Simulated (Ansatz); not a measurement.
Process, species as SMILES: C#CB(Cl)Cl → Cl[B]Cl + [C]#C (C2H) (the B-C bond breaks)

Wanted: bond dissociation energy (electronic), in kcal/mol. Set-up: UHF or UKS for open shells; non-relativistic; spin-orbit terms left out; 6-31G* and kin with 6d, 5d where marked; no dispersion term unless named. Ab initio and DFT rows: single points at B3LYP-D3(BJ) geometries (Ansatz, a program for electronic structure).

```
species      coefficient  E at B3LYP/6-31G* (Ansatz), Eh  E at PBE0/def2-TZVPD (Ansatz), Eh
-----------  -----------  ------------------------------  ---------------------------------
C#CB(Cl)Cl            -1                     -1022.08137                        -1021.71699
Cl[B]Cl               +1                      -945.24491                         -944.95166
[C]#C (C2H)           +1                       -76.60411                          -76.53635
```

 1 Eh = 627.5095 kcal/mol.

**Question.** Compute it at each level from the table.

**Answer.** 
- B3LYP/6-31G*: the sum of coefficient times E is 0.23235 Eh, or 145.80 kcal/mol. Result: 145.8 kcal/mol.
- PBE0/def2-TZVPD: the sum of coefficient times E is 0.22898 Eh, or 143.69 kcal/mol. Result: 143.7 kcal/mol.
